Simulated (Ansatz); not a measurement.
# Palladium, fcc: convergence with Gaussian smearing

Computed with Ansatz, LDA, scalar-relativistic PAW, on the relaxed cell (a = 3.842 Å; spin not included). Errors count from a run at 420 eV on a Γ-centred 23×23×23 mesh with Fermi-Dirac smearing of 0.1 eV, extrapolated to zero width. Fixed here: cutoff 420 eV, mesh 14×14×14. The SCF starts from atomic densities corrected by a trained network.

```tsv
width (eV)	E(σ→0) error (meV/atom)	F error (meV/atom)	P (GPa)	SCF iterations
0.03	16.4	15.7	-0.49	6
0.1	16.1	8.6	-0.39	6
0.2	12.7	-11.2	-0.15	6
0.3	6.1	-38.0	0.10	6
0.6	-23.8	-142.5	0.89	6
1.0	-66.9	-324.8	2.35	6
```

Task: What does the run at 0.01 give (width)?

Result: E(σ→0) error (meV/atom): 16.5; F error (meV/atom): 16.4; P (GPa): -0.53; SCF iterations: 6.
